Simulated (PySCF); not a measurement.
## Exercise with solution: chemical shift, span and skew from a shielding tensor

P2, SMILES P#P. Atoms are numbered in the order given.

```xyz
2

P      0.0000     0.0000    -0.9442
P      0.0000     0.0000     0.9442
```

The structure is a stationary point at B3LYP-D3(BJ)/def2-TZVPD.

GIAO shieldings from PySCF with PBE0/pcSseg-2, non-relativistic, no solvent. The symmetric part of the tensor of P1 has the principal values -1021.1, -1021.1, 969.5 ppm. The same nucleus in PH3 has σ = 579.7 ppm at this level (PySCF, at its B3LYP-D3(BJ)/def2-TZVP geometry).

Q: Work out the isotropic shielding, the ³¹P shift against PH3, the span and the skew.

A: 
σ(iso) = (σ11 + σ22 + σ33)/3 = -357.6 ppm. δ = σ(ref) − σ(iso) = 579.7 − (-357.6) = 937.3 ppm.
Span Ω = σ33 − σ11 = 1990.6 ppm. Skew κ = 3(σ(iso) − σ22)/Ω = 1.00, an axial tensor. Tumbling in solution averages the tensor to δ; in a static solid the shielding alone would spread this spin-1/2 line over Ω.
